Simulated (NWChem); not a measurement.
dimethyl sulfide (C2H6S); SMILES CSC

All runs: NWChem. Pople sets run with spherical d functions. Structure relaxed at the PBE0/def2-SVP level. Total energies compare along this basis series because the functional is fixed.

```csv
level,basis functions,energy (Ha),highest occupied level (eV),orbital gap (eV),dipole (D)
B3LYP/STO-3G,25,-472.6646,-2.89,9.69,0.80
B3LYP/3-21G,43,-475.6161,-5.95,7.73,1.78
B3LYP/6-31G*,58,-478.0091,-5.89,7.19,1.68
B3LYP/6-31+G*,70,-478.0131,-6.06,6.22,1.71
B3LYP/def2-SVP,76,-477.8444,-5.84,7.23,1.43
B3LYP/def2-SVPD,115,-477.8563,-6.09,[?],[?]
B3LYP/def2-TZVP,135,-478.0783,-6.03,6.72,1.51
B3LYP/6-311++G**,116,-478.0663,-6.09,5.81,1.65
B3LYP/aug-cc-pVTZ,280,-478.0840,-6.09,5.75,1.56
```

What belongs in the gaps?


- B3LYP/def2-SVPD, orbital gap (eV): 6.46
- B3LYP/def2-SVPD, dipole (D): 1.61
